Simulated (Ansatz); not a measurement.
**BH₃ (triplet): wave-function methods side by side at distance B1–H3 = 4.080 Å, cc-pVDZ**

Aim: climb from Hartree-Fock through coupled cluster and multireference methods for BH₃ (triplet) at one geometry and basis, and see what each rung misses.

The runs use Ansatz 0.2.0, Gaussian basis; cc-pVDZ, core rule «outside noble gas», up to 1 orbitals frozen.

The runs, in order: UHF; CCSD(T) on ROHF; CCSD(T) on UHF; BCCD(T) on ROHF; CISD; CCSDT(Q) on ROHF; CCSDT(Q) on UHF; CASSCF and MRCISD+Q, 4 electrons in 4 orbitals; CASSCF and NEVPT2, 4 electrons in 4 orbitals; CASSCF and MRCISD+Q, 6 electrons in 7 orbitals; CASSCF and NEVPT2, 6 electrons in 7 orbitals; Full CI.

16 further runs of the same task are left out: 15 that didn't finish, 1 set aside as unsound or not needed.

## 1. What is computed

The geometry derives from a PBE0/def2-TZVP stationary point (not a proven minimum). One bond is set to the value named and the two fragments are kept rigid.

4 atoms, charge 0, spin multiplicity 3.

Atoms are counted from 1 here; the program's logs count them from 0.

Bond lengths: B1–H2 1.281 Å, B1–H4 1.281 Å. Angles: H2–B1–H4 49.8°.

## 2. UHF

in.yaml

```yaml
crystal:
  periodic: [false, false, false]
  atoms:
    - {symbol: B, position_ang: [-0.243605, 0.000019, -0.077905]}
    - {symbol: H, position_ang: [0.182705, 0.539098, -1.158844]}
    - {symbol: H, position_ang: [2.247541, -0.000176, 3.153285]}
    - {symbol: H, position_ang: [0.182622, -0.539123, -1.158845]}
basis:
  gaussian: {orbitals: cc-pVDZ}
magnetization: {spin_polarized: true, initial_magnetization: 2}
hamiltonian: {xc: hf}
output: {orbitals: {seedname: orbitals}}
```

Started as:

```sh
ansatz run in.yaml --threads 1 --pin off --events-out ev --progress --plain --max-ram 2393MiB
```

Further steps of the session: CCSD(T) on ROHF; CCSD(T) on UHF; BCCD(T) on ROHF; CISD; CCSDT(Q) on ROHF; CCSDT(Q) on UHF; CASSCF and MRCISD+Q, 4 electrons in 4 orbitals; CASSCF and NEVPT2, 4 electrons in 4 orbitals; CASSCF and MRCISD+Q, 6 electrons in 7 orbitals; CASSCF and NEVPT2, 6 electrons in 7 orbitals; Full CI.

Before running them: what should the planned runs give, taken together? Wanted: FCI below the RHF energy; RMP2 from FCI; UMP2 from FCI; RCCSD from FCI; RCCSD(T) from FCI; UCCSD(T) from FCI; RCCSDT(Q) from FCI; UCCSDT(Q) from FCI; NEVPT2 pair from FCI.

As calculated:

```
                         quantity                                                                                                               value
         FCI below the RHF energy                                                                                                          -3.0511 eV
                    RMP2 from FCI                                                                                                          +862.1 meV
                    UMP2 from FCI                                                                                                          +865.3 meV
                   RCCSD from FCI                                                                                                           +98.3 meV
                RCCSD(T) from FCI                                                                                                           +24.4 meV
                UCCSD(T) from FCI                                                                                                           +24.4 meV
               RCCSDT(Q) from FCI                                                                                                            +0.5 meV
               UCCSDT(Q) from FCI                                                                                                            +0.3 meV
             NEVPT2 pair from FCI                                                                                                          +676.2 meV
           MRCISD+Q pair from FCI                                                                                                            -8.0 meV
          NEVPT2 valence from FCI                                                                                                          +395.9 meV
levels within 1 kcal/mol (43 meV)  RCCSD(T), UCCSD(T), BCCD(T), RCCSDT, UCCSDT, RCCSDT(Q), UCCSDT(Q), MRCISD+Q pair, MRCISD valence, MRCISD+Q valence
                    T1 diagnostic                                                                                                               0.018
   effectively unpaired electrons                                                                                                                2.11
```

What this shows: RCCSD(T) lands +24.4 meV from the yardstick (0.8 % of the correlation energy). MRCISD+Q pair, MRCISD+Q valence fall below full CI: the +Q correction isn't variational, and the cores differ from full CI's. One determinant dominates. Of the multireference levels listed MRCISD+Q valence comes nearest in total energy (-6.3 meV), which doesn't show that its space is the better one. Coupled cluster took another determinant than the lowest Hartree-Fock one. These misses are within one basis, not against nature; the frozen cores of restricted and unrestricted runs differ, which can shift their rows.
